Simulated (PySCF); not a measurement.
**Spin states of NaH**

Unrestricted PBE0; PySCF, no relativity, basis sets Na aug-cc-pVDZ, H aug-cc-pVDZ. Outer shells of the fragments: Na 3s1; H 1s1.

Followed along the bond (rough minima from three points):

```
2Ms+1  unpaired  ⟨S²⟩ at the start  R at minimum (Å)  Te (eV)
    1      none               0.00              1.89     0.00
    3      σ ↑↑               2.00  none in the scan   ≤ 2.30
```

Solutions found at the starting distance of 1.895 Å, counted from the lowest of them; the search is not exhaustive and high or unbound solutions are not listed, so other states can lie among these:

| 2Ms+1 | unpaired | term | E (eV) | ⟨S²⟩ | ⟨Lz²⟩ | μ (D) |
| --- | --- | --- | --- | --- | --- | --- |
| 1 | none | ¹Σ⁺ | 0.00 | 0.00 | 0.00 | -6.27 |
| 3 | σ ↑↑ | ³Σ⁺ | 2.48 | 2.00 | 0.00 | 3.49 |
| 3 | σ ↑, π ↑ | ³Π | 3.73 | 2.00 | 1.00 | -0.66 |
| 1 | σ ↑, π ↓ | mixed | 3.82 | 1.00 | 1.00 | -0.21 |
| 3 | σ ↑, δ ↑ | ³Δ | 6.07 | 2.00 | 4.00 | 0.34 |
| 1 | σ ↑, δ ↓ | mixed | 6.07 | 1.00 | 4.00 | 0.34 |

A term symbol is given only where ⟨S²⟩ and ⟨Lz²⟩ are close to those of a pure state; real π, δ and φ orbitals otherwise mix terms. A positive dipole means Na(−)H(+).

The measured ground state is X ¹Σ+ (Huber and Herzberg, Constants of Diatomic Molecules (1979)).

Counting both spins, an empty level lies below a filled one in some of these solutions, because spin and occupation are held.
